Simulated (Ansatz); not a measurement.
System: zinc-blende HgTe. Method: PBEsol in Ansatz (PAW).

Run with plane-wave cutoff 520 eV, 20×20×20 k mesh, Fermi–Dirac smearing 0.05 eV, perturbation theory, scalar-relativistic PAW data made under PBE.

The cell has the measured lattice: a = 6.453 Å, b = 6.453 Å, c = 6.453 Å, α = 90.00°, β = 90.00°, γ = 90.00°.

**Question.** What does this level give for the TO(Γ) frequency?

**Answer.** 
* **TO(Γ) frequency**: 116 cm⁻¹

Measured, for comparison: zone-centre TO phonon frequency 116 cm⁻¹ (temperature not stated, no zero-point or thermal correction, Raman; as tabulated in Cardona et al. (2009), arXiv:0908.2634). Computed (rounded) less measured: zone-centre TO phonon frequency 0.0 %.

Note: the solid has no gap at this level, which affects its response; the cell isn't this level's own, so it is under some stress, which shifts stiffness and frequencies.

Spin–orbit coupling is not included; it can shift volumes and moduli of such heavy elements.

It cost very roughly 26 core-minutes of CPU time.

Ansatz is a quantum-chemistry and plane-wave program.
